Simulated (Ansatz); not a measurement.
# AlSiH₅ (singlet): wave-function methods side by side at distance Al1–H4 along a hydrogen transfer = 1.701 Å, cc-pVDZ

One table from this session's results is given with a row withheld; the runs are named, their logs left out.

The runs use Ansatz 0.2.0, Gaussian basis; cc-pVDZ, core rule «outside noble gas», up to 10 orbitals frozen.

The runs, in order: UHF; CCSD(T) on RHF; CCSD(T) on UHF; BCCD(T) on RHF; CISD; CCSDT(Q) on RHF; CCSDT(Q) on UHF; CASSCF and MRCISD+Q, 2 electrons in 2 orbitals; CASSCF and NEVPT2, 2 electrons in 2 orbitals; CASSCF and MRCISD+Q, 8 electrons in 8 orbitals; CASSCF and NEVPT2, 8 electrons in 8 orbitals.

6 further runs of the same task are left out: 5 that didn't finish, 1 set aside as unsound or not needed.

## The system

The geometry derives from fragments relaxed apart (PBE0/def2-TZVP) and kept rigid, so it is no stationary point. A hydrogen atom is moved between rigid fragments.

7 atoms, charge 0, spin multiplicity 1.

Atoms are counted from 1 here; the program's logs count them from 0.

Bond lengths: Al1–H2 1.586 Å, Al1–H3 1.586 Å, Al1–H4 1.701 Å, Si5–H6 1.526 Å, Si5–H7 1.526 Å. Angles: H2–Al1–H3 120.0°, H2–Al1–H4 120.0°, H3–Al1–H4 120.0°, H6–Si5–H7 91.2°.

Set-up of the first run:

Input file in.yaml:

```yaml
crystal:
  periodic: [false, false, false]
  atoms:
    - {symbol: Al, position_ang: [-1.941023, 0.029322, 0.000000]}
    - {symbol: H, position_ang: [-2.733946, 1.402706, 0.000000]}
    - {symbol: H, position_ang: [-2.733947, -1.344062, 0.000000]}
    - {symbol: H, position_ang: [-0.240023, 0.029322, 0.000000]}
    - {symbol: Si, position_ang: [1.889977, 0.029322, 0.000000]}
    - {symbol: H, position_ang: [2.502158, -0.844962, 1.090012]}
    - {symbol: H, position_ang: [2.502158, -0.844962, -1.090012]}
basis:
  gaussian: {orbitals: cc-pVDZ}
magnetization: {spin_polarized: true, initial_magnetization: 0}
hamiltonian: {xc: hf}
output: {orbitals: {seedname: orbitals}}
```

On the command line:

```console
> ansatz run in.yaml --threads 1 --pin off --events-out ev --progress --plain --max-ram 2393MiB
```

Steps of the session up to this table: UHF; CCSD(T) on RHF; CCSD(T) on UHF; BCCD(T) on RHF; CISD; CCSDT(Q) on RHF; CCSDT(Q) on UHF; CASSCF and MRCISD+Q, 2 electrons in 2 orbitals; CASSCF and NEVPT2, 2 electrons in 2 orbitals; CASSCF and MRCISD+Q, 8 electrons in 8 orbitals; CASSCF and NEVPT2, 8 electrons in 8 orbitals.

One table of the session follows, with a row left open; its other results are not shown here.

It belongs to the step «Misses and costs». 

```
         method  from RCCSDT(Q) (meV)
            RHF               +6221.8
            UHF               +6196.2
           RMP2                     ?
           CISD                +733.8
          RCCSD                +158.7
       RCCSD(T)                 +37.4
        BCCD(T)                 +36.8
         RCCSDT                  +5.1
      RCCSDT(Q)                     0
    CASSCF pair               +5788.9
    NEVPT2 pair               +1513.5
CASSCF frontier               +4523.6
NEVPT2 frontier               +1346.1
```

**Question.** Estimate the row for RMP2.

**Answer.** from RCCSDT(Q) (meV): +1538.6. In the column «from RCCSDT(Q) (meV)» it lies between NEVPT2 pair (+1513.5) and CASSCF frontier (+4523.6).

Not comparable, so not listed: CCSD(T) on UHF; CASSCF and MRCISD+Q, 2 electrons in 2 orbitals; CASSCF and MRCISD+Q, 8 electrons in 8 orbitals (they don't share determinant, frozen orbitals or solution with the rows shown, or repeat one).

To keep in mind: Warnings: restricted reference is unstable; spin contamination. Warnings in the runs' records: passed over end.
